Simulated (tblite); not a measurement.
Species: C5H12N (doublet state).
SMILES with atom numbers: `[CH2:1][C@H:2]([CH3:3])[C@@H:4]([CH3:5])[NH2:6]` (hydrogens: H7, H8 on C1; H9 on C2; H10, H11, H12 on C3; H13 on C4; H14, H15, H16 on C5; H17, H18 on N6)

Structure optimised with GFN2-xTB, isolated species. This method treats the open shell by occupation alone, without spin polarisation.

Problem. What internal coordinates does the optimisation give?

Solution. 
```tsv
bond	length (bohr)
C1–C2	2.780
C2–C3	2.890
C2–C4	2.958
C4–C5	2.897
C4–N6	2.741
C1–H7, C1–H8	2.027
C2–H9	2.075
C3–H10, C3–H11, C3–H12	2.054
C4–H13	2.073
C5–H14, C5–H15, C5–H16	2.057
N6–H17, N6–H18	1.918
```

Bonds in one row agree within 0.02 bohr and their mean is given. A selection of angles:
```tsv
angle	degrees
C2–C1–H7	120.4
C2–C1–H8	121.0
H7–C1–H8	118.5
C1–C2–C3	111.3
C1–C2–C4	112.0
C1–C2–H9	109.3
C3–C2–C4	108.9
C3–C2–H9	109.6
C4–C2–H9	105.7
C2–C3–H10	109.5
C2–C3–H11	110.5
H10–C3–H11	108.5
C2–C4–C5	110.9
C2–C4–N6	108.7
C2–C4–H13	107.7
C5–C4–N6	113.6
C5–C4–H13	108.7
N6–C4–H13	106.9
C4–C5–H14	110.7
C4–C5–H15	110.1
H14–C5–H15	108.3
H14–C5–H16	108.7
C4–N6–H17	109.6
C4–N6–H18	110.5
H17–N6–H18	108.3
```

Dihedral angles: C1–C2–C4–C5 -65° (synclinal).

The C–C distances run from 1.471 Å (C1–C2, drawn single) to 1.565 Å (C2–C4, drawn single), a spread of 0.094 Å. N6 (nitrogen bonded to C and 2 H) is pyramidal (angles 110.5°, 109.6° and 108.3°, sum 328.4°, 0.38 Å off the plane of its three neighbours). C1 (carbon bonded to C and 2 H) is planar (angles 121.0°, 120.4° and 118.5°, sum 359.9°, 0.02 Å off the plane of its three neighbours). Of the pairs four or more bonds apart, C1···H17 is among the closest relative to their van der Waals radii: 2.60 Å, 89 % of the sum of Bondi's values.

Point group: C1 (no symmetry element, even within 0.4 Å). Its GFN2-xTB frequencies are all real (lowest 80 cm⁻¹). Torsions: H–C1–C2–C3 28° and -155°, C1–C2–C4–C5 -65°, C2–C4–N6–H -65° and 176°.

One conformer stands for the species.

These are computed values.
